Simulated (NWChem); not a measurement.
# Two attempts at AlSiH5 (AlH2(SiH3))

Aim: the response to a field of AlSiH5 (AlH2(SiH3)) at B3LYP-D3(BJ)/jorge-DZP-DKH (DKH3).

Program for the calculation: NWChem 7.3.0.

5 further runs of the same task are left out: 2 that didn't finish, 3 set aside as unsound or not needed.

### Step 1. The structure to begin with

AlSiH5: 7 atoms, total charge 0, spin state singlet. As SMILES, `[H][Al]([H])[SiH3]`. The shape comes from GFN2-xTB, which is rough for such elements, and wasn't checked as a minimum.

Bond lengths: Al1–Si4 2.421 Å, Al1–H2 1.567 Å, Al1–H3 1.566 Å, Si4–H5 1.482 Å, Si4–H6 1.482 Å, Si4–H7 1.482 Å. Angles: Al1–Si4–H5 114.1°, Al1–Si4–H6 113.8°, Al1–Si4–H7 116.0°, H2–Al1–Si4 125.8°, H3–Al1–Si4 126.2°, H5–Si4–H6 104.0°, H5–Si4–H7 103.8°, H6–Si4–H7 103.8°, H2–Al1–H3 107.9°.

### Step 2. Try one

Contents of alh5si.xyz:

```xyz
7
AlH2(SiH3)
Al     0.688040     1.201700     0.003860
H      2.245410     1.365000     0.056470
H      0.053380     2.633190    -0.016580
Si    -0.517390    -0.897790    -0.016750
H     -1.851430    -0.836410     0.625620
H      0.177610    -1.992690     0.701130
H     -0.795620    -1.472990    -1.353750
```

Contents of alh5si.nw:

```
start alh5si
title "AlH2(SiH3)"
memory 2200 mb
charge 4

geometry units angstrom noautosym nocenter noautoz
  load alh5si.xyz
end

basis spherical bse
  Al library jorge-DZP-DKH
  H library jorge-DZP-DKH
  Si library jorge-DZP-DKH
end

relativistic
  douglas-kroll dk3
end

dft
  xc b3lyp
  disp vdw 4
  grid medium
  maxiter 75
  noprint "final vectors analysis"
end

property
  response 1 0.0856
end

task dft property
```

Started as:

```
$ nwchem alh5si.nw > alh5si.out
```

Standard output:

```text
[...]
          Wavefunction type:  closed shell.
          No. of atoms     :     7
          No. of electrons :    28
[...]
          Charge           :     4
          Spin multiplicity:     1
[...]
          AO basis - number of functions:    73
[...]
              XC Information
              --------------
                         B3LYP Method XC Potential
                     Hartree-Fock (Exact) Exchange  0.200
                        Slater Exchange Functional  0.800 local
                    Becke 1988 Exchange Functional  0.720 non-local
              Lee-Yang-Parr Correlation Functional  0.810
                  VWN I RPA Correlation Functional  0.190 local
[...]
 d= 0,ls=0.0,diis     1   -531.4663676613 -6.07D+02  6.80D-02  3.17D+01     2.6
[...]
 d= 0,ls=0.5,diis    50   -533.0227144811 -1.00D-06  6.02D-06  1.42D-05    51.7
         Total DFT energy =     -533.022715292587
      One electron energy =     -860.809134811211
           Coulomb energy =      292.451138684835
    Exchange-Corr. energy =      -40.194145426384
 Nuclear repulsion energy =       75.536559263496
    Dispersion correction =       -0.007133003324
[...]
 Anisotropic =      40.3858647
[...]
```

It took 79 s on 1 thread of AMD EPYC 9R45 (Zen 5), shared host; peak memory 0.22 GiB.

### Step 3. Reading the log

It ran to the end. The result can't be trusted all the same.

The fault: the charge typed isn't that of the species meant. To mend it: charge 0 in place of 4.

### Step 4. The mended input

alh5si.xyz, as its differences from that of step 2:

```diff
@@ -1,3 +1,3 @@
 7
-AlH2(SiH3)
+
 Al     0.688040     1.201700     0.003860
```

Contents of alh5si.nw:

```
start alh5si
memory 2200 mb
geometry noautosym nocenter noautoz
  load format xyz alh5si.xyz
end
basis spherical bse
  Al library jorge-DZP-DKH
  H library jorge-DZP-DKH
  Si library jorge-DZP-DKH
end
relativistic
  douglas-kroll dk3
end
dft
  xc b3lyp
  disp vdw 4
  grid medium
  print medium
end
property
  response 1 0.0856
end
task dft property
```

Started as:

```
$ nwchem alh5si.nw > alh5si.out
```

Standard output:

```text
[...]
          Wavefunction type:  closed shell.
          No. of atoms     :     7
          No. of electrons :    32
[...]
          Charge           :     0
          Spin multiplicity:     1
[...]
          AO basis - number of functions:    73
[...]
              XC Information
              --------------
                         B3LYP Method XC Potential
                     Hartree-Fock (Exact) Exchange  0.200
                        Slater Exchange Functional  0.800 local
                    Becke 1988 Exchange Functional  0.720 non-local
              Lee-Yang-Parr Correlation Functional  0.810
                  VWN I RPA Correlation Functional  0.190 local
[...]
 d= 0,ls=0.0,diis     1   -535.9663404941 -6.12D+02  6.50D-03  2.39D+00     2.6
[...]
 d= 0,ls=0.0,diis     6   -535.9907251353 -1.73D-07  4.85D-06  9.12D-08     7.6
         Total DFT energy =     -535.990725135260
      One electron energy =     -892.926852661537
           Coulomb energy =      322.980685061137
    Exchange-Corr. energy =      -41.573983795033
 Nuclear repulsion energy =       75.536559263496
    Dispersion correction =       -0.007133003324
[...]
 Anisotropic =      29.3733916
[...]
```

Run time: 32 s. Hardware: 1 thread of AMD EPYC 9R45 (Zen 5), shared host; peak memory 0.22 GiB.

### Step 5. Summary of results

At B3LYP-D3(BJ)/jorge-DZP-DKH (DKH3):

| quantity | value |
| --- | --- |
| total energy | -535.99073 Eh |
| dipole moment | 0.07 D |
| HOMO energy | -7.81 eV |
| LUMO energy | -2.37 eV |
| HOMO–LUMO gap | 5.44 eV |
| dispersion energy | -18.73 kJ/mol |
| mean polarisability at ω = 0.0856 Eh | 59.9 bohr³ |
